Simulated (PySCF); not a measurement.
Molecule: Cyclopentene, C5H8.

Cartesian coordinates in Å; atom numbers follow the order of the lines, from 1:
```xyz
13

C    -0.919    0.982   -0.179
C     0.380    1.295   -0.133
C     1.246    0.072   -0.015
C     0.238   -1.035    0.346
C    -1.138   -0.504   -0.098
H    -1.732    1.701   -0.305
H     0.782    2.308   -0.218
H     2.045    0.179    0.737
H     1.757   -0.128   -0.976
H     0.234   -1.177    1.438
H     0.489   -2.007   -0.103
H    -1.437   -0.900   -1.087
H    -1.946   -0.785    0.598
```

Geometry PBE0-D3(BJ)/def2-SVP throughout; GIAO in PySCF, gas phase, one conformer, non-relativistic; equivalent atoms averaged; functional PBE0.

For orientation, 6-31G gives these shifts δ (against TMS at the same level): C1/C2 130.1, C3/C5 34.4, C4 26.1, H6/H7 6.00, H8/H9/H12/H13 2.43, H10/H11 1.87 ppm.

A run gave: C1/C2 143.8, C3/C5 36.9, C4 26.8, H6/H7 6.07, H8/H9/H12/H13 2.43, H10/H11 1.87 ppm (shifts δ (against TMS at the same level)).

Q: Which basis set was used in that run?
A. def2-TZVP
B. aug-cc-pVDZ
C. STO-3G
D. cc-pVDZ
E. pcSseg-2

A: E. C1/C2 tells them apart best: pcSseg-2 gives 143.8, aug-cc-pVDZ gives 131.9, cc-pVDZ gives 132.5, def2-TZVP gives 139.3, STO-3G gives 114.2 ppm.
